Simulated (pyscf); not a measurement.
PySCF, gas phase, ωB97X-D3(BJ)/def2-SVP geometries. MP2 and CC: frozen core, UHF for open shells. ΔMP2 is the change of the MP2 total energy from the triple- to the quadruple-zeta basis.

Task: Estimate by transition-state theory (the high-pressure limit) the rate constant of F–Ga [singlet] + H₂C=CH₂ → H₂C=CH–GaH–F (singlet surface; C–H broken, C–Ga, Ga–H formed) at 900 K, with CCSD(T)/def2-TZVPP + ΔMP2(QZVPP) energies (ideal gas, 1 atm, RRHO with modes under 100 cm⁻¹ raised to 100, one conformer, R ln 2 for chiral ones without a mode under 150 cm⁻¹; no tunnelling).

Result: The electronic barrier is 79.0 kcal/mol and the thermal terms add +23.5, so ΔG‡ = 102.4 kcal/mol. With k_BT/h = 1.88e+13 s⁻¹ and RT = 1.788 kcal/mol, and a volume of 1.23e-19 cm³ per molecule at 1 atm, k = 3.0e-31 cm³ molecule⁻¹ s⁻¹. The product is born with the 75 kcal/mol of the reverse barrier and needs collisions to keep. Wigner's tunnelling factor for 1466i cm⁻¹ would be 1.23. A shift of 1 kcal/mol in the barrier changes k by a factor 1.7. On the reactant side the descent ends in a complex, 4.4 kcal/mol under the separated species and 89.7 kcal/mol under the saddle at ωB97X-D3(BJ)/def2-TZVP. At ωB97X-D3(BJ)/def2-TZVP the barrier from the zero used here is 85.3 kcal/mol. One saddle was located; it need not be the lowest between these sides. A restricted solution here is unstable towards spin polarisation, so biradical character is likely and single-reference numbers are less safe. The CCSD(T) − MP2 part came from Ansatz, without density fitting, on the same reference. The frozen core leaves the outer d or s,p core shells of the metals and heavy elements correlated in the MP2 and CC values, and def2-TZVPP describes them poorly, which can shift differences by a few kcal/mol. Elements up to Kr have no core potential and no relativistic terms here.
